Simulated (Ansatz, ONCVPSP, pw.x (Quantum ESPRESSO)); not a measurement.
## From atom to crystal: ONCV potential for B

```
Element                 : B
Generator               : ONCVPSP 4.0.1.1 (patched build)
Type                    : optimised norm-conserving Vanderbilt (ONCV)
Functional              : LDA (Perdew-Wang 92)
Relativity              : scalar-relativistic
Frozen core             : [He]
Valence charge          : 3
Reference configuration : 2s2 2p1
Partial waves           : 2s: rc 1.30 bohr, ncon 4, nbas 8, qcut 5.3 1/bohr, 2 projectors, debl 1.8 Ha; 2p: rc 3.25 bohr, ncon 5, nbas 8, qcut 4.9 1/bohr, 2 projectors, debl 1.7 Ha; d scattering state at 0.07 Ha: rc 3.35 bohr, ncon 4, nbas 9, qcut 3.4 1/bohr, 2 projectors, debl 1 Ha
Local potential         : polynomial inside 1.30 bohr (lpopt 5, dvloc0 2 Ha)
Core correction         : Teter function fitted to the true core (icmod 2), fcfact 0.55
```

Atomic tests: cutoffs needed: 12 Ha and 24 Ha (the cutoffs (Ha) at which the residual kinetic energy of the hardest occupied pseudo-wave falls to 1 and 0.1 mHa per electron); ghost test: no bound ghost flagged; no localised positive-energy state flagged; largest excitation error: +242 meV (all-electron minus pseudo) for 2s1 2p0, out of 4 test configurations.

Crystal test: sc B in pw.x 7.5, no spin, 17³ k-points, Fermi–Dirac smearing 0.01 Ry, cutoffs 60/240 Ry. The reference is all-electron LAPW (Ansatz 0.2.0) with the same functional, mesh and smearing; V0 and B0 come from Birch–Murnaghan fits to the pressures at five volumes. Errors are pseudo minus all-electron; Δ is the rms difference of the E(V) curves that follow from these fits, minima aligned, over ±6 % about the mean V0. Mesh and smearing are coarse, so the numbers serve the comparison and aren't converged zero-temperature values; the lattice is a test structure that the element need not adopt.

| V (Å³/atom) | P all-electron (GPa) | P pseudo (GPa) |
| --- | --- | --- |
| 6.193 | 12.68 | -34.25 |
| 6.356 | 5.37 | -37.26 |
| 6.519 | -1.14 | -39.89 |
| 6.682 | -6.94 | -42.19 |
| 6.845 | -12.11 | -44.19 |

All-electron: a0 = 1.865 Å (V0 = 6.49 Å³/atom), B0 = 249.7 GPa.

Pseudopotential: mean pressure error (GPa): -39.13. The pressure does not cross zero within the volumes sampled, so no fit is given. The largest radius (3.35 bohr) exceeds half the bond length (1.77 bohr), so the spheres overlap, which is one possible source of error among others. This is a poor potential for the solid.

Problem. At the middle volume, how do free energy and pressure move when the wave cutoff is lowered (ecutrho kept at four times it)?

Solution.

```csv
cutoff (Ry),shift of F (meV/atom),shift of P (GPa)
27,+10.1,-1.26
36,+2.5,+0.06
48,+1.4,-0.07
```

The run at the middle volume (165 k-points, 5 iterations) took about 6.6 s on one core of a shared host (Neoverse-N1, 64 threads, 124 GiB, load 53).
